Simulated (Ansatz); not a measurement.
Chalcopyrite CdGeAs2, treated with LDA (PAW; Ansatz, a first-principles code).

Run with plane-wave cutoff 500 eV, 10×10×10 k mesh, Fermi–Dirac smearing 0.05 eV, scalar-relativistic PAW data made under PBE.

Computed at the level's own relaxed cell.

### Question
Give the computed equilibrium volume per atom, lattice parameter a and c axis length.

### Answer

* **equilibrium volume per atom**: 24.21 Å³/atom
* **lattice parameter a**: 5.872 Å
* **c axis length**: 11.236 Å

The run finds no gap.

Measured, for comparison: lattice constant a 5.943 Å, lattice parameter c 11.216 Å (298 K, no zero-point or thermal correction; as tabulated in Abstract on Scilit: Piezoelectric nonlinear optic CuGaSe2 and CdGeAs2: Crystal …). Computed (rounded) less measured: lattice constant a -1.2 %, lattice parameter c +0.2 %. A static lattice is as a rule a little smaller and stiffer than an uncorrected measurement, which narrows the difference in the lattice constant a and would widen misses of the other sign.

Static lattice: no zero-point or thermal effects.
